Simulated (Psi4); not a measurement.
Pair of molecules, SMILES c1ccccc1 with SMILES O (the first has 12 atoms); geometry from S66by8 set.
(charge 0, multiplicity 1):
```json
[
 {"atom": "C", "x (Å)": "1.0376", "y (Å)": "-0.5811", "z (Å)": "-1.2076"},
 {"atom": "H", "x (Å)": "1.1537", "y (Å)": "-1.1088", "z (Å)": "-2.1441"},
 {"atom": "C", "x (Å)": "0.7354", "y (Å)": "0.7798", "z (Å)": "-1.2079"},
 {"atom": "H", "x (Å)": "0.6144", "y (Å)": "1.3070", "z (Å)": "-2.1441"},
 {"atom": "C", "x (Å)": "0.5848", "y (Å)": "1.4607", "z (Å)": "0.0000"},
 {"atom": "H", "x (Å)": "0.3489", "y (Å)": "2.5160", "z (Å)": "0.0000"},
 {"atom": "C", "x (Å)": "0.7354", "y (Å)": "0.7798", "z (Å)": "1.2079"},
 {"atom": "H", "x (Å)": "0.6144", "y (Å)": "1.3070", "z (Å)": "2.1441"},
 {"atom": "C", "x (Å)": "1.0376", "y (Å)": "-0.5811", "z (Å)": "1.2076"},
 {"atom": "H", "x (Å)": "1.1537", "y (Å)": "-1.1088", "z (Å)": "2.1441"},
 {"atom": "C", "x (Å)": "1.1891", "y (Å)": "-1.2611", "z (Å)": "0.0000"},
 {"atom": "H", "x (Å)": "1.4260", "y (Å)": "-2.3164", "z (Å)": "0.0000"},
 {"atom": "O", "x (Å)": "-3.9006", "y (Å)": "-0.3992", "z (Å)": "0.0000"},
 {"atom": "H", "x (Å)": "-3.7358", "y (Å)": "-1.3439", "z (Å)": "0.0000"},
 {"atom": "H", "x (Å)": "-3.0133", "y (Å)": "-0.0276", "z (Å)": "0.0000"}
]
```

All values below come from SAPT0/jun-cc-pV(D+d)Z (Psi4).

Task: Which attractive term is largest, and how does the interaction split up?

Result: electrostatics -1.04, exchange 0.03, induction -0.08, dispersion -0.27, total -1.35 kcal/mol; the largest attraction is electrostatics.
